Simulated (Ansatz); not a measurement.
**Worked example: correlation energy of NH⁻, quartet**

Geometry: a point of a stretch scan, not a stationary point.

```yaml
atoms:
  - { symbol: N, position_ang: [0.0000, 0.0000, 0.0000] }
  - { symbol: H, position_ang: [0.0000, 0.0000, 0.8610] }
```

Basis 6-31++G** (Cartesian d functions); Ansatz 0.2.0. Correlated methods freeze the noble-gas cores, which leaves 7 electrons in 24 orbitals. R marks a restricted (for open shells ROHF) determinant, U an unrestricted one. This anion state lies near or above the neutral species, so the extra electron is weakly bound or unbound and the energies hang on the diffuse functions.

Full CI is exact within this basis and frozen core; it isn't the basis-set limit. The frozen core follows each run's orbitals, which can shift R against U totals by a few meV.

Runs differ by some tens of microhartree through their thresholds and, for an open shell, their frozen cores, so the step to full CI, which has another core, is uncertain by up to 0.1 kcal/mol.

| level | total energy (hartree) |
| --- | --- |
| UHF | -54.891831 |
| UMP2 | -54.998502 |
| UCCSD | -55.017132 |
| UCCSD(T) | -55.018923 |
| UCCSDT | -55.019253 |
| UCCSDT(Q) | -55.019347 |
| full CI | -55.019279 |

What is the correlation energy at full CI, and what share of it do UMP2 and UCCSD(T) recover?

E(corr) = -55.019279 − (-54.891831) = -0.127448 hartree = -3.468 eV. UMP2: -0.106671 / -0.127448 = 83.70 %. UCCSD(T): -0.127092 / -0.127448 = 99.72 %.

By how many kcal/mol does UCCSD(T) miss full CI (1 hartree = 627.509 kcal/mol), and which steps make up the rest?

-55.018923 − (-55.019279) = 0.000356 hartree = 0.22 kcal/mol. Steps: UCCSDT − UCCSD(T) = -0.21, UCCSDT(Q) − UCCSDT = -0.06, full CI − UCCSDT(Q) = 0.04 kcal/mol. That is within 1 kcal/mol of the reference in this basis, which itself misses far more of the correlation at the basis-set limit.
